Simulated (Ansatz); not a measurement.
Process, species as SMILES: OO (H2O2) → [O]O (O-OH) + H atom
B3LYP-D3(BJ)/def2-TZVP geometries, fixed; electronic energies without zero-point terms.

Basis-set convergence of the bond dissociation energy at PBE0 with Ansatz (an electronic-structure program). Cartesian d functions, on some or all atoms, in 6-31G*, 6-31+G*; all else is spherical. The program fits the integrals of some runs and decomposes those of others, by size. Open shells are unrestricted. No added dispersion term, no relativity. Functions are those of the species that has most. Reference: the value in aug-pcseg-3, 87.22 kcal/mol, itself unsure by roughly 0.06 kcal/mol (its mean distance from aug-cc-pVQZ, cc-pV5Z, def2-QZVPPD). Deviations are taken from unrounded values.

```csv
basis,functions,bond dissociation energy (kcal/mol)
6-31G*,34,82.20
6-31+G*,42,83.97
cc-pVDZ,38,83.10
aug-cc-pVDZ,64,86.34
def2-SVP,38,84.14
def2-SVPD,62,87.54
pcseg-1,38,85.27
aug-pcseg-1,64,86.90
6-311G**,48,85.65
6-311+G**,56,87.04
def2-TZVP,74,85.86
def2-TZVPD,98,86.45
cc-pVTZ,88,86.56
aug-cc-pVTZ,138,87.25
pcseg-2,88,87.31
aug-pcseg-2,138,87.42
def2-TZVPP,90,86.87
def2-TZVPPD,114,87.24
cc-pVQZ,170,86.96
aug-cc-pVQZ,252,87.19
def2-QZVPP,174,87.13
def2-QZVPPD,198,87.17
pcseg-3,186,87.24
aug-pcseg-3,268,87.22
```

What the diffuse functions change, pair by pair:
- 6-31G* to 6-31+G*: 8 more functions, deviation -5.02 to -3.25 kcal/mol
- cc-pVDZ to aug-cc-pVDZ: 26 more functions, deviation -4.12 to -0.88 kcal/mol
- def2-SVP to def2-SVPD: 24 more functions, deviation -3.08 to 0.32 kcal/mol
- pcseg-1 to aug-pcseg-1: 26 more functions, deviation -1.95 to -0.32 kcal/mol
- 6-311G** to 6-311+G**: 8 more functions, deviation -1.57 to -0.18 kcal/mol
- def2-TZVP to def2-TZVPD: 24 more functions, deviation -1.36 to -0.77 kcal/mol
- cc-pVTZ to aug-cc-pVTZ: 50 more functions, deviation -0.66 to 0.03 kcal/mol
- pcseg-2 to aug-pcseg-2: 50 more functions, deviation 0.09 to 0.20 kcal/mol
- def2-TZVPP to def2-TZVPPD: 24 more functions, deviation -0.35 to 0.02 kcal/mol
- cc-pVQZ to aug-cc-pVQZ: 82 more functions, deviation -0.26 to -0.03 kcal/mol
- def2-QZVPP to def2-QZVPPD: 24 more functions, deviation -0.09 to -0.05 kcal/mol
- pcseg-3 to aug-pcseg-3: 82 more functions, deviation 0.02 to 0.00 kcal/mol

Leaving out the reference's own pair, they bring the value nearer the reference by more than 0.06 kcal/mol in 9 of 11 pairs.
